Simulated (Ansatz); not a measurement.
# A rate constant, worked out

An elementary step of SiH₃O, doublet (SiH₃O ([O][SiH3]) → SiH₃O ([OH][SiH2]); H–Si broken or loosened, H–O formed or tightened). The start structure is the reactant molecule, and the electronic barrier above it is 0.811 eV by CCSD(T) at an estimated basis limit (MP2 extrapolated from triple and quadruple zeta, plus CCSD(T) − MP2 in triple zeta). Ansatz 0.2.0; basis: def2-TZVPP and def2-QZVPP; cores frozen in the correlated methods; orbitals are unrestricted. Extrapolation: Hartree–Fock as exp(−7.88 √X), correlation as X^−2.97. Harmonic wavenumbers at PBE0-D4/def2-TZVP (Ansatz 0.2.0), in cm⁻¹:

Start: 521, 543, 844, 885, 898, 985, 2179, 2228, 2231.

Saddle: 1528i, 592, 654, 745, 939, 984, 1964, 2212, 2230.

Problem. Work out the transition-state-theory rate constant at 900 K from these numbers alone (harmonic vibrations; rotation, path degeneracy and anharmonicity left out), and the Wigner tunnelling factor. Use 1 cm⁻¹ = 1.2398 × 10⁻⁴ eV and k_B = 8.617 × 10⁻⁵ eV/K.

Solution. Zero-point energies, half the sums: start 11314/2 cm⁻¹ = 0.7014 eV; saddle, real modes only, 10320/2 cm⁻¹ = 0.6398 eV.
Barrier with zero-point energy: 0.811 + 0.6398 − 0.7014 = 0.7494 eV.
k_BT = 0.07756 eV, so the barrier is 9.66 k_BT.
Vibrational partition functions from the zero-point level, ln q = −Σ ln(1 − exp(−hν/k_BT)): start 2.286, saddle 1.874.
k = (k_BT/h) exp(ln q‡ − ln q) exp(−E0/k_BT), with log₁₀(k_BT/h in s⁻¹) = 13.27: log₁₀ k = 13.27 + (-0.412 − 9.66)/2.3026 = 8.90, so k ≈ 8 × 10^(8) s⁻¹.
Wigner factor: 1 + (hν‡/k_BT)²/24 = 1 + (2.44)²/24 = 1.25. A change of 1 kcal/mol (0.043 eV) in the barrier would change k by a factor of 1.7 at this temperature.

The T1 diagnostic stays at or below 0.029. ⟨S²⟩ of the unrestricted Hartree–Fock references: 0.75 to 0.79 (a pure state has 0.75).

Labels in which every atom is bracketed show which atoms are joined, not bond orders.

For scale, one of the runs: CCSD(T)/def2-TZVPP, 115 basis functions, launched by `ansatz run in.yaml --threads 2 --pin off --events-out ev --progress --plain --max-ram 4352MiB`. Time: 15 s of wall clock on 2 CPU threads of an Arm Neoverse V1; the host was shared. Peak host memory: 0.89 GiB.
